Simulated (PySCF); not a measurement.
**SiH3O2 (SMILES [O][SiH2]O): CASSCF(7,7)/STO-6G (sfX2C, density fitting with cc-pvdz-jkfit)**

Aim: a structure relaxation of SiH3O2. The job is set up through a Python script.

Program for the calculation: PySCF 2.14.0.

3 further runs of the same task are left out: 2 for a faulty analytic Hessian, 1 set aside as unsound or not needed.

**1. The structure to begin with**

SiH3O2: 6 atoms, total charge 0, spin state doublet. SMILES: `[O][SiH2]O`. The coordinates come from a PBE0-D4/def2-TZVP relaxation. This is one conformer, not always the lowest. The run starts from this shape.

Bond lengths: O1–Si2 1.647 Å, Si2–O3 1.632 Å, Si2–H4 1.494 Å, Si2–H5 1.479 Å, O3–H6 0.959 Å. Angles: O1–Si2–O3 117.2°, O1–Si2–H4 98.3°, O1–Si2–H5 110.2°, O3–Si2–H4 112.7°, O3–Si2–H5 105.0°, Si2–O3–H6 119.0°, H4–Si2–H5 113.8°.

**2. A structure relaxation at CASSCF(7,7)/STO-6G (sfX2C, density fitting with cc-pvdz-jkfit)**

geometry.xyz reads:

```xyz
6
H3O2Si
O     -1.671900    -0.490300     0.111200
Si    -0.205500     0.160400    -0.263400
O      0.949700     0.110200     0.888500
H      0.117000    -0.700300    -1.441700
H     -0.353500     1.594200    -0.594000
H      1.206400    -0.738300     1.253100
```

input.py reads:

```python
# [O][SiH2]O
import numpy
from pyscf import gto, scf, mp, mcscf
from pyscf.geomopt.geometric_solver import kernel as optimise

system = gto.Mole()
system.atom = 'geometry.xyz'
system.max_memory = 1860
system.basis = 'sto-6g'
system.verbose = 3
system.spin = 1
system.charge = 0
system.cart = True
system.build()

hf = system.ROHF()
hf = hf.x2c()
hf = hf.density_fit(auxbasis='cc-pvdz-jkfit')
hf.kernel()
pt = mp.MP2(scf.addons.convert_to_uhf(hf)).run()
noons, natorbs = mcscf.addons.make_natural_orbitals(pt)
print('natural occupations', numpy.round(noons[:40], 4))
cas = mcscf.CASSCF(hf, 7, 7)
cas.fix_spin_(ss=0.75)
cas.kernel(natorbs)
converged, mol_eq = optimise(cas, maxsteps=100, convergence_set='TURBOMOLE')
print('converged:', converged)
print(mol_eq.tostring())

hf.reset(mol_eq)
system = mol_eq
hf.kernel()
pt = mp.MP2(scf.addons.convert_to_uhf(hf)).run()
noons, natorbs = mcscf.addons.make_natural_orbitals(pt)
print('natural occupations', numpy.round(noons[:40], 4))
cas = mcscf.CASSCF(hf, 7, 7)
cas.fix_spin_(ss=0.75)
cas.kernel(natorbs)
energy = cas.e_tot
print(f'total energy: {energy:.8f} hartree')
```

Started as:

```
$ OMP_NUM_THREADS=1 python input.py
```

The log of the run:

```text
converged SCF energy = -439.339393870057
E(DFUMP2) = -439.426151113693  E_corr = -0.0867572436360482
E(SCS-DFUMP2) = -439.433865264067  E_corr = -0.0944713940102235
natural occupations [2.     2.     2.     1.9999 1.9998 1.9998 1.9998 1.9992 1.9982 1.9967
 1.9957 1.9925 1.9879 1.9866 1.9855 1.984  1.     0.0208 0.0148 0.0147
 0.0135 0.0106]
CASSCF energy = -439.394727592660
CASCI E = -439.394727592660  E(CI) = -12.4880289797439  S^2 = 0.7500000

convergence_set           TURBOMOLE
maxiter                   100
----------------------------------------------------------
Custom engine selected.
Bonds will be generated from interatomic distances less than 1.20 times sum of covalent radii
18 internal coordinates being used (instead of 18 Cartesians)
Internal coordinate system (atoms numbered from 1):
Distance 1-2
Distance 2-3
Distance 2-4
Distance 2-5
Distance 3-6
Angle 1-2-3
Angle 1-2-4
Angle 1-2-5
Angle 3-2-4
Angle 3-2-5
Angle 4-2-5
Angle 2-3-6
Dihedral 1-2-3-6
Dihedral 4-2-3-6
Dihedral 5-2-3-6
Translation-X 1-6
Translation-Y 1-6
Translation-Z 1-6
Rotation-A 1-6
Rotation-B 1-6
Rotation-C 1-6
> ===== Optimization Info: ====
> Job type: Energy minimization
> Maximum number of optimization cycles: 100
[... 1 line left out ...]
> Convergence Criteria:
[... 18 lines left out ...]
WARN: Mole.unit (angstrom) is changed to Bohr
[... 2 lines left out ...]
CASSCF energy = -439.394727593093
[... 23 lines left out ...]
converged SCF energy = -439.347923828093
[... 24 lines left out ...]
converged SCF energy = -439.346827122339
[... 24 lines left out ...]
converged SCF energy = -439.34643230279
[... 24 lines left out ...]
converged SCF energy = -439.346364292932
[... 24 lines left out ...]
converged SCF energy = -439.346446020709
[... 24 lines left out ...]
converged SCF energy = -439.346516276424
[... 24 lines left out ...]
converged SCF energy = -439.346483712866
[... 24 lines left out ...]
converged SCF energy = -439.346427886126
[... 24 lines left out ...]
converged SCF energy = -439.346409334025
[... 24 lines left out ...]
converged SCF energy = -439.346407456271
[... 14 lines left out ...]
Converged! =D
[... 1 line left out ...]
converged: True
O          -1.65679046       -0.53437135        0.28586490
Si         -0.17291489        0.17785273       -0.32333578
O           1.04183924        0.15450251        0.88839621
H           0.20245329       -0.59003129       -1.45811268
H          -0.37841401        1.53643254       -0.67117116
H           1.00602683       -0.80848514        1.23205852
converged SCF energy = -439.346407463807
E(DFUMP2) = -439.439073931113  E_corr = -0.0926664673064282
E(SCS-DFUMP2) = -439.448042605062  E_corr = -0.101635141255455
natural occupations [2.     2.     2.     1.9999 1.9998 1.9998 1.9998 1.9991 1.9981 1.9971
 1.9962 1.9924 1.9887 1.9842 1.9814 1.98   0.9999 0.0248 0.0199 0.0167
 0.0118 0.0103]
CASSCF energy = -439.417286382298
CASCI E = -439.417286382298  E(CI) = -11.8823491060966  S^2 = 0.7500000
total energy: -439.41728638 hartree
```

It took 33 s on 1 thread of Intel Xeon 6975P-C (Granite Rapids), shared host; peak memory 0.15 GiB.

Step by step:

```csv
step,energy from the first frame kept (eV),largest force (eV/Å)
0,0.0000,4.2614
1,-0.5027,1.4649
2,-0.6036,0.7060
3,-0.6110,0.1435
4,-0.6120,0.0497
5,-0.6126,0.0629
6,-0.6134,0.0913
7,-0.6137,0.0611
8,-0.6139,0.0198
9,-0.6139,0.0099
10,-0.6139,0.0005
```

After the run. Bond lengths: O1–Si2 1.755 Å, Si2–O3 1.716 Å, Si2–H4 1.421 Å, Si2–H5 1.417 Å, O3–H6 1.023 Å. Angles: O1–Si2–O3 110.4°, O1–Si2–H4 106.3°, O1–Si2–H5 110.6°, O3–Si2–H4 111.7°, O3–Si2–H5 106.8°, Si2–O3–H6 103.0°, H4–Si2–H5 111.1°.

**3. Results**

Level: CASSCF(7,7)/STO-6G (sfX2C, density fitting with cc-pvdz-jkfit).

| quantity | value |
| --- | --- |
| total energy at the end | -439.41729 Eh |
| dipole moment (Hartree–Fock density) | 1.09 D |

At the final geometry: Bond lengths: O1–Si2 1.755 Å, Si2–O3 1.716 Å, Si2–H4 1.421 Å, Si2–H5 1.417 Å, O3–H6 1.023 Å. Angles: O1–Si2–O3 110.4°, O1–Si2–H4 106.3°, O1–Si2–H5 110.6°, O3–Si2–H4 111.7°, O3–Si2–H5 106.8°, Si2–O3–H6 103.0°, H4–Si2–H5 111.1°. The optimisation took 10 steps and changed the energy by -0.614 eV. Mulliken charges of the mean-field density run from -0.44 on O3 to +0.93 on Si2.
